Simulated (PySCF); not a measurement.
SiH3⁺, triplet: the ladder up to RCCSDT

Geometry: a point of a breathe scan, not a stationary point.

```xyz
4

Si    0.0000    0.1034   -0.1203
H     0.0000   -1.8738   -1.2590
H     0.6717   -0.5042    2.3063
H    -0.6717   -0.5042    2.3063
```

Basis cc-pVDZ; PySCF 2.14.0. Only valence electrons are correlated (noble-gas cores frozen), which leaves 6 electrons in 28 orbitals. R marks a restricted (for open shells ROHF) determinant, U an unrestricted one.

Full CI isn't at hand for all of this; RCCSDT serves as the reference. It lacks quadruple excitations. The frozen core follows each run's orbitals, which can shift R against U totals by a few meV.

HF rows: RHF is the determinant under the cluster runs. The determinant for coupled cluster was chosen by a search with trial CCSD, here up to 0.03 eV above the lowest Hartree–Fock solution of its kind, and MP2 stands on that determinant too.

```
UHF ⟨S²⟩                            : 2.213
⟨S²⟩ of the determinant under UCCSD : 2.040
T1 diagnostic (ROHF- or RHF-based CCSD)               : 0.0349
largest doubles amplitude (ROHF- or RHF-based CCSD)   : 0.127
T1 diagnostic (UCCSD)               : 0.0233
```

| level | E − E(RCCSDT) (kJ/mol) | share of correlation (%) | wall time |
| --- | --- | --- | --- |
| RHF | 304.3 | 0.00 | – |
| RMP2 | 98.5 | 67.63 | – |
| UMP2 | 97.9 | 67.82 | – |
| RCCSD | 6.9 | 97.73 | – |
| UCCSD | 6.7 | 97.81 | – |
| RCCSD(T) | 1.9 | 99.36 | 0.77 s |
| UCCSD(T) | 1.9 | 99.37 | 0.59 s |
| UCCSDT | 0.0 | 100.01 | 17 s |

The correlation energy at RCCSDT, counted from RHF, is -3.154 eV. That run took 17 s on 1 thread of Arm Neoverse V1, shared host.

Run but not shown, since their state, orbitals or frozen core can't be matched to the reference's or they repeat it: UHF.

Times are those of the correlated step on a shared host, with one SCF added for the restricted CCSD run; they ran on 1 thread of Arm Neoverse V1.
